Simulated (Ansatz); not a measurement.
**How far each method lies from UCCSDT(Q) for [OH···H···O], triplet**

Geometry: a point of a hydrogen-transfer path between rigid fragments, not a stationary point.

```tsv
atom	x (Å)	y (Å)	z (Å)
O	-1.0740	-0.0275	0.0000
H	-1.3233	0.8991	0.0000
H	0.0060	-0.0275	0.0000
O	1.1570	-0.0275	0.0000
```

Basis cc-pVDZ; Ansatz 0.2.0. Only valence electrons are correlated (noble-gas cores frozen), which leaves 14 electrons in 36 orbitals. Prefix R: restricted or restricted open-shell reference; prefix U: unrestricted. Active spaces: pair = (4e, 4o) about the gap; valence = (14e, 10o) chosen from the atoms' valence shells.

Full CI isn't at hand for all of this; UCCSDT(Q) serves as the reference, and is uncertain by about the last step of the cluster series. The frozen core follows each run's orbitals, which can shift R against U totals by a few meV.

For open shells CISD is restricted-active-space CI with the open shells as a complete middle space.

* UHF ⟨S²⟩: 2.039
* T1 diagnostic (RCCSD): 0.0403
* largest doubles amplitude (RCCSD): 0.044
* T1 diagnostic (UCCSD): 0.0214

```tsv
level	E − E(RHF) (eV)
UHF	-0.4151
RMP2	-9.2513
UMP2	-9.2534
RCCSD	-9.9615
UCCSD	-9.9760
RCCSD(T)	-10.1475
UCCSD(T)	-10.1491
```

(1) Estimate how far UCCSDT(Q) in cc-pVDZ lies from RCCSD(T). The table doesn't fix it; the size of (T) and the diagnostics are the guide.

(1) UCCSDT(Q) in cc-pVDZ lies 4.3 kJ/mol below RCCSD(T), which is 24 % of the (T) step (-18.0 kJ/mol). T1 is raised, but (T) still catches most of what CCSD lacks. The miss exceeds 1 kcal/mol.

The other levels:

```csv
level,E − E(UCCSDT(Q)) (kJ/mol),share of correlation (%),wall time
CISD,94.9,90.35,5.5 s
BCCD(T),4.4,99.55,8 s
RCCSDT,2.5,99.75,–
UCCSDT,2.3,99.77,–
RCCSDT(Q),0.3,99.97,49 s
CASSCF (pair space),896.8,8.80,–
NEVPT2 (pair space),80.5,91.81,2 s
MRCISD (pair space),77.5,92.11,–
MRCISD+Q (pair space),13.5,98.63,2.5 s
CASSCF (valence space),796.6,19.00,–
NEVPT2 (valence space),123.2,87.47,3.5 s
NEVPT4(SD) (valence space),11.5,98.83,6 s
MRCISD (valence space),57.0,94.21,–
MRCISD+Q (valence space),7.2,99.27,7 s
```

The correlation energy at UCCSDT(Q), counted from RHF, is -10.192 eV. That run took 43 s on 1 thread of Arm Neoverse V1, shared host.

Times hold each run's SCF and search for its determinant on a shared host, so for small cases they say little of a method's own cost; they ran on 1 thread of Arm Neoverse V1.

Natural occupations of CASSCF (valence space) about the gap: 1.997 1.977 1.966 1.005 1.002 0.034 0.024; effectively unpaired electrons, Σ n²(2−n)², 2.01.
